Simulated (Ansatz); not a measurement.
C4H7NO, SMILES `CC1C=NCO1`, relaxed with RKS PBE0-D4/def2-TZVP in Ansatz from a PBE-D4/def2-SVP geometry. The force threshold is 0.005 eV/Å; the program also tests the step.

The species carries charge 0 and has multiplicity 1.

Start:

```xyz
13

C     0.176    1.033   -1.394
C     0.550    0.354   -0.077
C    -0.459    0.539    1.040
N    -0.918   -0.557    1.518
C    -0.263   -1.627    0.797
O     0.580   -1.065   -0.213
H    -0.831    0.709   -1.726
H     0.180    2.136   -1.286
H     0.905    0.761   -2.182
H     1.553    0.734    0.254
H    -0.782    1.526    1.420
H     0.332   -2.244    1.515
H    -1.022   -2.300    0.334
```

```tsv
step	energy (eV)	largest force (eV/Å)	largest move (Å)
1	-7792.5321	0.877	0.000
2	-7792.5914	0.250	0.027
3	-7792.5968	0.038	0.011
4	-7792.5968	0.019	0.002
5	-7792.5968	0.009	0.002
6	-7792.5968	0.002	0.002
```

End:

```xyz
13

C     0.173    1.023   -1.381
C     0.547    0.350   -0.075
C    -0.455    0.535    1.027
N    -0.909   -0.544    1.499
C    -0.261   -1.618    0.793
O     0.574   -1.058   -0.209
H    -0.820    0.704   -1.705
H     0.174    2.110   -1.266
H     0.893    0.760   -2.157
H     1.536    0.714    0.250
H    -0.775    1.507    1.396
H     0.333   -2.213    1.499
H    -1.010   -2.271    0.330
```

Hardware: 4 threads of a server CPU on a shared host. Wall time 23 s, peak host memory 0.65 GiB.
